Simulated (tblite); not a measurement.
Record of a relaxation.

Compound: C5H7 (doublet state).
SMILES with atom numbers: `[CH2:1]=[C:2][CH:3]1[CH2:4][CH2:5]1` (hydrogens: H6, H7 on C1; H8 on C3; H9, H10 on C4; H11, H12 on C5)
Bond orders are those of one Lewis drawing.

Computed with GFN2-xTB (tblite), gas phase: L-BFGS steps from a force-field or distance-geometry start until the largest atomic force falls under 0.01 eV/Å. 12 of its 75 geometries are shown.

Step 0: E = -383.5967 eV, largest atomic force 3.154 eV/Å
```
atom  x, y, z in Å  |  force x, y, z in eV/Å
C1      1.977    0.012   -0.023    0.347   1.141   2.098
C2      1.124    0.241    0.973   -0.316  -1.680  -2.651
C3     -0.272   -0.207    0.797    0.130   1.050   1.349
C4     -0.798   -0.596   -0.546   -1.759   0.223  -0.005
C5     -1.171    0.763    0.057   -0.617  -0.494  -0.654
H6      1.695   -0.456   -0.954    0.252  -0.072   0.069
H7      2.996    0.344    0.125    0.059  -0.123  -0.454
H8     -0.685   -0.749    1.666    0.101   0.355  -0.512
H9     -0.265   -0.492   -1.478    0.152  -0.652   0.253
H10    -1.638   -1.353   -0.480    1.271   0.822  -0.479
H11    -2.250    0.839    0.273    0.850   0.344   0.286
H12    -0.713    1.655   -0.435   -0.470  -0.914   0.701
```

Step 7: E = -384.1802 eV, largest atomic force 0.347 eV/Å
```
atom  x, y, z in Å  |  force x, y, z in eV/Å
C1      2.050    0.049   -0.003   -0.018  -0.088   0.007
C2      1.082    0.140    0.863   -0.026   0.110  -0.151
C3     -0.326   -0.170    0.792    0.205  -0.018   0.088
C4     -0.894   -0.562   -0.567   -0.147  -0.111   0.076
C5     -1.251    0.757    0.039    0.185  -0.158  -0.027
H6      1.832   -0.454   -0.948    0.310  -0.018  -0.154
H7      3.077    0.367    0.106   -0.247   0.026   0.209
H8     -0.717   -0.698    1.658   -0.036   0.083  -0.089
H9     -0.221   -0.610   -1.413   -0.106   0.138   0.124
H10    -1.612   -1.365   -0.557   -0.194   0.016  -0.044
H11    -2.265    0.928    0.391    0.295  -0.048  -0.016
H12    -0.754    1.618   -0.387   -0.219   0.068  -0.021
```

Step 13: E = -384.2557 eV, largest atomic force 0.296 eV/Å
```
atom  x, y, z in Å  |  force x, y, z in eV/Å
C1      2.077    0.026   -0.028    0.126   0.115   0.141
C2      1.073    0.123    0.790   -0.008  -0.111  -0.014
C3     -0.331   -0.178    0.779    0.231  -0.097   0.077
C4     -0.938   -0.586   -0.555   -0.166   0.050  -0.023
C5     -1.246    0.750    0.038   -0.076  -0.010  -0.009
H6      2.002   -0.468   -0.997    0.064  -0.069  -0.051
H7      3.064    0.408    0.192   -0.093   0.000   0.054
H8     -0.735   -0.658    1.662    0.093   0.011   0.055
H9     -0.243   -0.616   -1.372   -0.016   0.001  -0.236
H10    -1.687   -1.365   -0.588   -0.017   0.106   0.115
H11    -2.217    0.933    0.458   -0.282  -0.064   0.061
H12    -0.818    1.631   -0.406    0.145   0.068  -0.170
```

Step 20: E = -384.2925 eV, largest atomic force 0.174 eV/Å
```
atom  x, y, z in Å  |  force x, y, z in eV/Å
C1      2.126    0.020   -0.022    0.040   0.034   0.053
C2      1.085    0.085    0.748   -0.029   0.068  -0.157
C3     -0.314   -0.191    0.748   -0.104   0.035   0.015
C4     -0.995   -0.577   -0.567    0.095  -0.117   0.069
C5     -1.261    0.751    0.049   -0.038   0.030  -0.112
H6      2.156   -0.482   -0.993   -0.038  -0.019   0.068
H7      3.067    0.451    0.275    0.150   0.018   0.021
H8     -0.689   -0.637    1.660   -0.034  -0.159   0.010
H9     -0.336   -0.619   -1.421   -0.117  -0.006  -0.063
H10    -1.762   -1.333   -0.550   -0.010  -0.041   0.028
H11    -2.235    0.917    0.487    0.056   0.040   0.056
H12    -0.842    1.614   -0.441    0.029   0.117   0.012
```

Step 27: E = -384.3172 eV, largest atomic force 0.151 eV/Å
```
atom  x, y, z in Å  |  force x, y, z in eV/Å
C1      2.191    0.033    0.007   -0.053  -0.048  -0.071
C2      1.087    0.108    0.679    0.015  -0.011   0.053
C3     -0.304   -0.197    0.705   -0.099   0.054  -0.101
C4     -1.054   -0.586   -0.575    0.075   0.008  -0.019
C5     -1.277    0.753    0.042   -0.024   0.031   0.030
H6      2.292   -0.504   -0.942    0.001  -0.019   0.054
H7      3.111    0.484    0.350   -0.001   0.041   0.023
H8     -0.646   -0.676    1.619    0.044   0.010  -0.082
H9     -0.481   -0.640   -1.489   -0.004   0.000   0.036
H10    -1.828   -1.334   -0.493    0.013   0.005   0.016
H11    -2.226    0.936    0.525    0.065   0.020   0.037
H12    -0.863    1.621   -0.454   -0.032  -0.090   0.023
```

Step 34: E = -384.3208 eV, largest atomic force 0.050 eV/Å
```
atom  x, y, z in Å  |  force x, y, z in eV/Å
C1      2.203    0.032    0.012   -0.002  -0.016  -0.015
C2      1.087    0.112    0.662   -0.009   0.010   0.009
C3     -0.301   -0.194    0.684   -0.033  -0.009  -0.012
C4     -1.068   -0.585   -0.581   -0.006   0.029  -0.018
C5     -1.285    0.753    0.041    0.021   0.019   0.036
H6      2.331   -0.524   -0.920    0.005  -0.031   0.015
H7      3.106    0.501    0.373    0.038   0.031  -0.012
H8     -0.630   -0.685    1.593   -0.007   0.002   0.021
H9     -0.512   -0.640   -1.504   -0.010   0.015   0.008
H10    -1.839   -1.333   -0.477    0.010  -0.021  -0.016
H11    -2.215    0.947    0.555    0.014  -0.012  -0.020
H12    -0.875    1.616   -0.465   -0.022  -0.016   0.003
```

Step 40: E = -384.3229 eV, largest atomic force 0.069 eV/Å
```
atom  x, y, z in Å  |  force x, y, z in eV/Å
C1      2.210    0.027    0.019    0.038   0.015  -0.022
C2      1.087    0.117    0.655   -0.005   0.038  -0.013
C3     -0.300   -0.196    0.676    0.058   0.011   0.030
C4     -1.075   -0.579   -0.586   -0.021  -0.009   0.010
C5     -1.289    0.755    0.048   -0.020  -0.024  -0.031
H6      2.350   -0.568   -0.887    0.017  -0.023   0.018
H7      3.108    0.528    0.359   -0.060  -0.031  -0.013
H8     -0.624   -0.691    1.586   -0.008   0.001   0.005
H9     -0.532   -0.618   -1.516    0.036   0.004  -0.018
H10    -1.831   -1.341   -0.482   -0.020   0.019  -0.002
H11    -2.212    0.950    0.570   -0.038  -0.026   0.013
H12    -0.891    1.615   -0.469    0.024   0.027   0.022
```

Step 47: E = -384.3280 eV, largest atomic force 0.082 eV/Å
```
atom  x, y, z in Å  |  force x, y, z in eV/Å
C1      2.215    0.011    0.016   -0.050   0.007   0.056
C2      1.083    0.162    0.625    0.000  -0.047  -0.038
C3     -0.296   -0.186    0.669    0.005  -0.038  -0.028
C4     -1.071   -0.563   -0.600    0.036   0.000   0.038
C5     -1.310    0.752    0.060    0.017   0.024   0.006
H6      2.386   -0.704   -0.793   -0.013  -0.002   0.008
H7      3.092    0.577    0.297    0.017  -0.006  -0.005
H8     -0.608   -0.692    1.579    0.063   0.006  -0.039
H9     -0.522   -0.566   -1.530   -0.038  -0.036   0.054
H10    -1.817   -1.340   -0.510    0.037   0.035  -0.019
H11    -2.232    0.920    0.595   -0.034  -0.013  -0.019
H12    -0.917    1.627   -0.434   -0.040   0.070  -0.014
```

Step 54: E = -384.3310 eV, largest atomic force 0.041 eV/Å
```
atom  x, y, z in Å  |  force x, y, z in eV/Å
C1      2.231   -0.001    0.023   -0.025   0.000   0.006
C2      1.082    0.177    0.591    0.005   0.000  -0.008
C3     -0.291   -0.181    0.652   -0.016   0.010  -0.003
C4     -1.079   -0.551   -0.605    0.015  -0.003  -0.010
C5     -1.323    0.758    0.067   -0.002  -0.003   0.008
H6      2.428   -0.771   -0.729    0.005   0.014   0.014
H7      3.090    0.602    0.279    0.033  -0.023  -0.007
H8     -0.573   -0.698    1.564   -0.003   0.010  -0.007
H9     -0.543   -0.555   -1.541    0.005   0.014  -0.006
H10    -1.820   -1.331   -0.515   -0.002   0.002   0.012
H11    -2.247    0.902    0.606    0.005  -0.009   0.009
H12    -0.953    1.650   -0.417   -0.021  -0.011  -0.008
```

Step 61: E = -384.3319 eV, largest atomic force 0.031 eV/Å
```
atom  x, y, z in Å  |  force x, y, z in eV/Å
C1      2.241   -0.010    0.029   -0.007  -0.019   0.003
C2      1.084    0.197    0.569    0.024  -0.004  -0.016
C3     -0.286   -0.173    0.639   -0.009   0.029   0.003
C4     -1.082   -0.542   -0.612    0.001   0.001  -0.005
C5     -1.337    0.758    0.072   -0.004   0.004   0.005
H6      2.454   -0.823   -0.670   -0.020   0.008   0.000
H7      3.099    0.607    0.256    0.004   0.001   0.017
H8     -0.558   -0.697    1.551    0.013   0.014  -0.003
H9     -0.554   -0.528   -1.553   -0.009  -0.005  -0.006
H10    -1.814   -1.329   -0.519    0.007  -0.021  -0.009
H11    -2.256    0.883    0.626    0.000  -0.005  -0.001
H12    -0.991    1.658   -0.413    0.000  -0.003   0.012
```

Step 67: E = -384.3326 eV, largest atomic force 0.024 eV/Å
```
atom  x, y, z in Å  |  force x, y, z in eV/Å
C1      2.248   -0.018    0.035    0.012   0.005  -0.020
C2      1.087    0.212    0.557   -0.008   0.006   0.016
C3     -0.283   -0.161    0.631    0.001  -0.011  -0.001
C4     -1.082   -0.538   -0.616    0.001   0.004   0.001
C5     -1.347    0.758    0.074   -0.006  -0.002  -0.009
H6      2.453   -0.842   -0.652    0.005  -0.006  -0.004
H7      3.110    0.595    0.258   -0.005  -0.010   0.007
H8     -0.544   -0.686    1.544    0.007  -0.006   0.013
H9     -0.562   -0.516   -1.560    0.000   0.002   0.000
H10    -1.803   -1.336   -0.521    0.011   0.003   0.002
H11    -2.262    0.868    0.636   -0.004   0.013  -0.008
H12    -1.014    1.663   -0.411   -0.014   0.001   0.002
```

Step 74: E = -384.3328 eV, largest atomic force 0.009 eV/Å
```
atom  x, y, z in Å  |  force x, y, z in eV/Å
C1      2.242   -0.017    0.031   -0.002   0.007   0.005
C2      1.088    0.212    0.568   -0.007  -0.002  -0.001
C3     -0.284   -0.158    0.637    0.004   0.001   0.003
C4     -1.075   -0.539   -0.613   -0.001  -0.005   0.002
C5     -1.347    0.758    0.072    0.003   0.001   0.005
H6      2.435   -0.830   -0.674    0.001  -0.006  -0.005
H7      3.112    0.581    0.264    0.003   0.000   0.000
H8     -0.547   -0.683    1.550   -0.002   0.001  -0.006
H9     -0.550   -0.518   -1.555    0.006   0.002  -0.006
H10    -1.794   -1.339   -0.521   -0.003  -0.003   0.003
H11    -2.265    0.870    0.628   -0.003  -0.001   0.002
H12    -1.014    1.663   -0.413    0.001   0.005  -0.003
```

**Question.** Summarise the path.

**Answer.** The energy falls by 71.02 kJ/mol from step 0 to step 74; nine tenths of that is first reached at step 14. It falls at every step. The largest force goes from 3.154 to 0.009 eV/Å. Among the bonds C2–C3 changes most (a near tie, within 0.001 Å, with another), from 1.476 to 1.422 Å; the atoms move by 0.365 Å rms after alignment.

What follows is the cost of the whole relaxation. Time: 0.25 s. Hardware: an Arm Neoverse V1 with one thread, no GPU (shared host).
